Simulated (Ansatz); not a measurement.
`O=S=S=O` → 2 O• + 2 S•  (atomization)

Computed with Ansatz on PBE0-D4/def2-TZVP structures; ΔE is electronic, products minus reactants. CBS: def2 TZ/QZ extrapolation, frozen cores. Open shells (•) are unrestricted, without spin–orbit coupling. Spin–orbit coupling would lower the free atoms: a little for O, S.

| species | MP2/CBS(cc) energy (Eh) |
| --- | --- |
| `O=S=S=O` | -945.77573 |
| O• | -74.98684 |
| S• | -397.64897 |

Q: Work out ΔE.

A: ΔE = 2 × (-74.98684) + 2 × (-397.64897) − (-945.77573) = 0.50411 Eh = +1323.5 kJ/mol. CCSD(T)/CBS gives +1191.4 kJ/mol.

Q: What do rigid-rotor, harmonic-oscillator terms from PBE0-D4/def2-TZVP frequencies (298.15 K, 1 bar) make of the CCSD(T)/CBS value? (Estimate.)

A: Computed: ΔZPE = -23.2 kJ/mol, ΔH = +1179.0 kJ/mol, ΔS = 375 J/(mol·K), ΔG = +1067.4 kJ/mol. Open shells count their whole term as degenerate.

Largest T1 diagnostic among the species: 0.024, so the coupled-cluster value is less sure than usual.

At CCSD(T), def2-SVP lies −321.3 kJ/mol from the extrapolated value and def2-TZVPP −95.7 kJ/mol: correlation converges slowly with the basis, and small sets miss more of it in the bonded molecule than in its fragments. In def2-TZVPP, CCSD(T) changes the Hartree–Fock value by +752.5 kJ/mol (the triples alone add +97.4 kJ/mol) and MP2 by +879.4 kJ/mol; breaking electron pairs costs correlation energy, which Hartree–Fock lacks. From r2SCAN to r2SCAN0 (25 % exact exchange), in def2-TZVPP and without D4, ΔE moves by −137.6 kJ/mol: exact exchange takes away binding that semilocal exchange gives to molecules.
